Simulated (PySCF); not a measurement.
PN: frontier orbitals

PBE0 at R = 1.488 Å; P 6-311G(d,p), N 6-311G(d,p); no relativity (PySCF 2.14). State: ¹Σ⁺ (singlet), closed shell. Only the outer orbitals are listed, counted within each symmetry.

| orbital | occ. | ε (eV) | on P (%) | main shells (%) |
| --- | --- | --- | --- | --- |
| 5σ | 2 | -24.02 | 31 | 61 N s, 23 P s |
| 6σ | 2 | -13.86 | 72 | 60 P s, 21 N s, 11 P p |
| 2π | 2 | -9.52 | 46 | 54 N p, 44 P p |
| 2π | 2 | -9.52 | 46 | 54 N p, 44 P p |
| 7σ | 2 | -9.25 | 35 | 54 N p, 25 P p, 11 N s |
| 3π | 0 | -2.17 | 61 | 57 P p, 39 N p |
| 3π | 0 | -2.17 | 61 | 57 P p, 39 N p |

Which are the highest filled and the lowest empty level, where do they sit, and how wide is the gap?

Highest filled 7σ at -9.25 eV (in %: 54 N p, 25 P p, 11 N s); lowest empty 3π at -2.17 eV (in %: 57 P p, 39 N p); the gap at PBE0 is 7.08 eV.

| Item | Value |
| --- | --- |
| bond order (Mayer) | 2.85 |
| ⟨S²⟩ | 0.000 |
| charge on P (Mulliken, basis-dependent) | 0.40 |
| charge on P (Löwdin, basis-dependent) | 0.37 |
| dipole moment (positive dipole means P(−)N(+)) | -2.69 D |
| polarisability along the bond | 31.1 bohr³ |
| polarisability across the bond | 14.6 bohr³ |
